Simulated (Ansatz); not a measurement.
# P₂F (quartet): wave-function methods side by side, cc-pVDZ

An exercise on one series of results from a longer session: the logs are not shown, and one member is left open.

Computed with Ansatz 0.2.0, Gaussian basis. Level: cc-pVDZ, core rule «outside noble gas», up to 11 orbitals frozen.

To be run: UHF; CCSD(T) on ROHF; CCSD(T) on UHF; BCCD(T) on ROHF; CISD; CCSDT(Q) on ROHF; CCSDT(Q) on UHF.

33 further runs of the same task are left out: 11 for a known fault of the program, 10 that didn't finish, 12 set aside as unsound or not needed.

## The system

The geometry is a PBE0/def2-TZVP stationary point (not a proven minimum).

3 atoms, charge 0, spin multiplicity 4.

Atoms are counted from 1 here; the program's logs count them from 0.

Bond lengths: F1–P2 1.607 Å, P2–P3 2.278 Å. Angles: F1–P2–P3 98.1°.

Set-up of the first run:

Contents of in.yaml:

```yaml
crystal:
  periodic: [false, false, false]
  atoms:
    - {symbol: F, position_ang: [0.000000, -0.771205, 1.406859]}
    - {symbol: P, position_ang: [0.000000, 0.637627, 0.634340]}
    - {symbol: P, position_ang: [0.000000, -0.164593, -1.497266]}
basis:
  gaussian: {orbitals: cc-pVDZ}
magnetization: {spin_polarized: true, initial_magnetization: 3}
hamiltonian: {xc: hf}
output: {orbitals: {seedname: orbitals}}
```

Started as:

```
$ ansatz run in.yaml --threads 1 --pin off --events-out ev --progress --plain --max-ram 2393MiB
```

Steps of the session up to this table: UHF; CCSD(T) on ROHF; CCSD(T) on UHF; BCCD(T) on ROHF; CISD; CCSDT(Q) on ROHF; CCSDT(Q) on UHF.

One table of the session follows, with a row left open; its other results are not shown here.

It belongs to the step «Misses and costs». 

| method | from UCCSDT(Q) (meV) |
| --- | --- |
| ROHF | +10979.7 |
| UHF | +10686.8 |
| RMP2 | ? |
| UMP2 | +1255.0 |
| CISD | +1442.6 |
| RCCSD | +327.6 |
| UCCSD | +322.0 |
| RCCSD(T) | +62.8 |
| UCCSD(T) | +63.6 |
| BCCD(T) | +58.8 |
| RCCSDT | +25.9 |
| UCCSDT | +25.3 |
| RCCSDT(Q) | +3.1 |
| UCCSDT(Q) | 0 |

**Question.** Estimate the row for RMP2.

As computed: from UCCSDT(Q) (meV): +1200.3. In the column «from UCCSDT(Q) (meV)» it lies between RCCSD (+327.6) and UMP2 (+1255.0).

With the free atoms at the same levels and basis (separate runs), the atomisation energy is 4.424 eV at UCCSDT(Q), 4.387 eV at RCCSD(T), 4.385 eV at UCCSD(T), 2.186 eV at ROHF.

Limits of these values: Restricted and unrestricted rows rest on different reference determinants; where their highest levels disagree by more than a few hundredths of an eV, they describe different states and don't form one ladder.
